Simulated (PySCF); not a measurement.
PySCF single point, HF/6-31G*, density fitting, COSMO implicit water (electrostatics alone), on hydrazine, N2H4 (SMILES NN), charge 0, multiplicity 1.

```python
from pyscf import gto, scf, dft
mol = gto.M(atom='''
N     -0.679627    -0.214825     0.357421
N      0.679589     0.214786     0.357412
H     -1.261602     0.599766     0.530287
H     -0.967249    -0.631390    -0.530272
H      1.261602    -0.599760     0.530257
H      0.967146     0.631390    -0.530287
''', basis='6-31G*', charge=0, spin=0, verbose=3)
mf = scf.RHF(mol)
mf = mf.density_fit()
mf = mf.PCM()
mf.with_solvent.method = 'COSMO'
mf.with_solvent.eps = 78.4
mf.max_cycle = 100
e = mf.kernel()
print('converged', mf.converged)
print('E_total', e)
print('nao', mol.nao)
print('HOMO', mf.mo_energy[mf.mo_occ > 0].max())
mf.dip_moment()
```

The program's output:

```

WARN: PCM is an experimental feature. It is still in testing.
Features and APIs may be changed in the future.

converged SCF energy = -111.179647900991
converged True
E_total -111.17964790099117
nao 36
HOMO -0.3976895244950365
Dipole moment(X, Y, Z, Debye):  0.00000,  0.00009, -2.79590
```

The total energy is -3025.35 eV, -0.35 eV from the same level's vacuum run.
